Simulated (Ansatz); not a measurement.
Ansatz (a quantum-chemistry and plane-wave program) input (B3LYP/6-31G*):

Ansatz 0.2 input:
```yaml
crystal:
  periodic: [false, false, false]
  atoms:
    - {symbol: Si, position_ang: [-0.00000000, -0.00000000, -1.14314350]}
    - {symbol: Si, position_ang: [0.00000000, 0.00000000, 1.14314350]}
basis:
  gaussian:
    orbitals: 6-31G*
hamiltonian:
  xc: {name: B3LYP}
magnetization: {spin_polarized: true, initial_magnetization: 2}
phonons: {temperatures: {t_min: 298.15, t_max: 298.15, t_step: 100}}
```

Output:

```
Functional definition: B3LYP
integrals: 0.01 GiB planned
341 factors; integrals over basis functions are off by at most 6.9e-5 eV
mean field: 0.11 GiB planned
mean field evaluation 1: about -15751.2589 eV, gradient 4.6e0 eV
mean field evaluation 2: about -15751.4257 eV, gradient 2.6e0 eV
mean field evaluation 4: about -15751.4863 eV, gradient 2.6e-1 eV
mean field evaluation 8: about -15751.4887 eV, gradient 1.6e-3 eV
mean field evaluation 16: about -15751.4887 eV, gradient 1.4e-5 eV
mean field evaluation 32: about -15751.1013 eV, gradient 3.5e0 eV
mean field -15751.48869511 eV, -578.8565328028 hartree, gradient 8.4e-7 eV, S^2 2.003791; 5 other end points of the search recorded, 0 dependent functions left out
the calculation of the forces begins
reference -15751.48886038 eV, -578.8565388763 hartree; 15, 13 occupied and 23, 25 virtual orbitals, 341 factors
these checks for a lower state are left out or cut short: stability, starts, cluster_reference, orbital_swaps, neighbouring_geometries, increment
integrals: 0.01 GiB planned
341 factors; integrals over basis functions are off by at most 6.9e-5 eV
mean field: 0.11 GiB planned
mean field -15751.48869511 eV, -578.8565328028 hartree, gradient 3.0e-7 eV, S^2 2.003791; 0 other end points of the search recorded, 0 dependent functions left out
the calculation of the forces begins
reference -15751.48886038 eV, -578.8565388763 hartree; 15, 13 occupied and 23, 25 virtual orbitals, 341 factors
these checks for a lower state are left out or cut short: stability, starts, cluster_reference, orbital_swaps, neighbouring_geometries, increment
integrals: 0.01 GiB planned
341 factors; integrals over basis functions are off by at most 6.9e-5 eV
mean field: 0.11 GiB planned
mean field -15751.48869511 eV, -578.8565328028 hartree, gradient 3.0e-7 eV, S^2 2.003791; 0 other end points of the search recorded, 0 dependent functions left out
the calculation of the forces begins
reference -15751.48886038 eV, -578.8565388763 hartree; 15, 13 occupied and 23, 25 virtual orbitals, 341 factors
these checks for a lower state are left out or cut short: stability, starts, cluster_reference, orbital_swaps, neighbouring_geometries, increment
integrals: 0.01 GiB planned
341 factors; integrals over basis functions are off by at most 6.9e-5 eV
mean field: 0.11 GiB planned
mean field -15751.48869511 eV, -578.8565328028 hartree, gradient 3.0e-7 eV, S^2 2.003791; 0 other end points of the search recorded, 0 dependent functions left out
the calculation of the forces begins
reference -15751.48886038 eV, -578.8565388763 hartree; 15, 13 occupied and 23, 25 virtual orbitals, 341 factors
these checks for a lower state are left out or cut short: stability, starts, cluster_reference, orbital_swaps, neighbouring_geometries, increment
integrals: 0.01 GiB planned
341 factors; integrals over basis functions are off by at most 6.9e-5 eV
mean field: 0.11 GiB planned
mean field evaluation 64: about -15751.4887 eV, gradient 2.2e-2 eV
mean field -15751.48869511 eV, -578.8565328028 hartree, gradient 3.0e-7 eV, S^2 2.003791; 0 other end points of the search recorded, 0 dependent functions left out
the calculation of the forces begins
reference -15751.48886038 eV, -578.8565388763 hartree; 15, 13 occupied and 23, 25 virtual orbitals, 341 factors
these checks for a lower state are left out or cut short: stability, starts, cluster_reference, orbital_swaps, neighbouring_geometries, increment
integrals: 0.01 GiB planned
341 factors; integrals over basis functions are off by at most 7.0e-5 eV
mean field: 0.11 GiB planned
mean field -15751.48865593 eV, -578.8565313630 hartree, gradient 1.5e-6 eV, S^2 2.003795; 0 other end points of the search recorded, 0 dependent functions left out
the calculation of the forces begins
reference -15751.48882113 eV, -578.8565374341 hartree; 15, 13 occupied and 23, 25 virtual orbitals, 341 factors
these checks for a lower state are left out or cut short: stability, starts, cluster_reference, orbital_swaps, neighbouring_geometries, increment
integrals: 0.01 GiB planned
341 factors; integrals over basis functions are off by at most 6.7e-5 eV
mean field: 0.11 GiB planned
mean field -15751.48865774 eV, -578.8565314293 hartree, gradient 1.5e-6 eV, S^2 2.003787; 0 other end points of the search recorded, 0 dependent functions left out
the calculation of the forces begins
reference -15751.48882307 eV, -578.8565375052 hartree; 15, 13 occupied and 23, 25 virtual orbitals, 341 factors
Total energy: -15751.48886038 eV, -578.8565388763 hartree
Atom 0 at    -0.000000    -0.000000    -1.143144 Å, force     0.000000    -0.000000    -0.000312 eV/Å
Atom 1 at     0.000000     0.000000     1.143144 Å, force    -0.000000     0.000000     0.000312 eV/Å
Dipole moment:    -0.000000    -0.000000     0.000000 e Å
Vibrations: 487.02 cm⁻¹, zero-point energy 0.030192 eV
```

The blocks after the first are displaced geometries, from whose forces the wavenumbers follow.
